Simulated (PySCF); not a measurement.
Molecule: `C(C)(C)Cl`, C3H7Cl.

Molfile (atoms numbered from 1):
```
C3H7Cl
     RDKit          3D

 11 10  0  0  0  0  0  0  0  0999 V2000
   -1.1722   -0.5375    0.1315 C   0  0  0  0  0  0  0  0  0  0  0  0
   -0.1247    0.4852   -0.2522 C   0  0  0  0  0  0  0  0  0  0  0  0
    1.2959    0.0122   -0.0313 C   0  0  0  0  0  0  0  0  0  0  0  0
   -0.4003    2.0016    0.6958 Cl  0  0  0  0  0  0  0  0  0  0  0  0
   -1.0746   -0.8130    1.1925 H   0  0  0  0  0  0  0  0  0  0  0  0
   -1.0471   -1.4480   -0.4763 H   0  0  0  0  0  0  0  0  0  0  0  0
   -2.1864   -0.1473   -0.0317 H   0  0  0  0  0  0  0  0  0  0  0  0
   -0.2615    0.7892   -1.3008 H   0  0  0  0  0  0  0  0  0  0  0  0
    1.4578   -0.2485    1.0256 H   0  0  0  0  0  0  0  0  0  0  0  0
    1.4919   -0.8829   -0.6433 H   0  0  0  0  0  0  0  0  0  0  0  0
    2.0210    0.7893   -0.3100 H   0  0  0  0  0  0  0  0  0  0  0  0
  1  2  1  0
  2  3  1  0
  2  4  1  0
  1  5  1  0
  1  6  1  0
  1  7  1  0
  2  8  1  0
  3  9  1  0
  3 10  1  0
  3 11  1  0
M  END
```

Geometry PBE0-D3(BJ)/def2-SVP throughout; GIAO in PySCF 2.14.0 with density-fitted response routines, gas phase, one conformer, non-relativistic; equivalent atoms averaged; basis pcSseg-2.

(1) How do the absolute shieldings σ depend on the functional? (ppm; last column core-seconds on shared hosts with different chips, so compare them loosely)

(2) Which nucleus moves most, in ppm?

Results:

(1) 
```tsv
functional	kind	C2	C1/C3	Cl4	H8	H5/H6/H7/H9/H10/H11	core-s
HF	Hartree–Fock	137.4	163.5	821.3	27.96	30.27	11
LDA	LDA	115.7	149.9	681.5	26.34	29.37	22
PBE	GGA	115.6	149.2	703.8	26.87	29.77	28
BLYP	GGA	109.5	144.0	687.2	27.10	29.93	28
BP86	GGA	115.3	148.9	704.2	26.94	29.82	28
OPBE	GGA	122.8	155.9	741.1	26.92	29.82	30
KT2	GGA	119.8	152.0	725.8	26.81	29.75	28
KT3	GGA	118.8	151.7	734.4	27.06	29.93	28
B97-D	GGA	114.8	149.0	713.5	27.11	29.95	28
B3LYP	global hybrid	116.2	149.0	717.9	27.25	29.96	21
PBE0	global hybrid	123.5	154.7	741.6	27.14	29.86	36
mPW1PW91	global hybrid	122.5	154.2	741.0	27.19	29.90	21
WP04	global hybrid	105.8	142.6	718.3	27.63	30.22	35
B97-2	global hybrid	122.4	154.2	745.0	27.25	29.96	32
BHandHLYP	global hybrid	124.8	154.9	758.6	27.49	30.04	30
CAM-B3LYP	range-separated hybrid	122.2	152.8	731.5	27.32	29.93	48
wB97X-D	range-separated hybrid	124.5	154.9	744.3	27.37	29.97	44
LC-wPBE	range-separated hybrid	131.9	159.9	761.7	27.47	29.96	64
```

(2) Cl4 (chlorine bonded to C): from 681.5 ppm with LDA to 821.3 ppm with HF. The smallest spread is 0.90 ppm, at H5/H6/H7/H9/H10/H11. Proton shifts span only some 12 ppm, so a few tenths of a ppm matter as much there as several ppm in carbon.
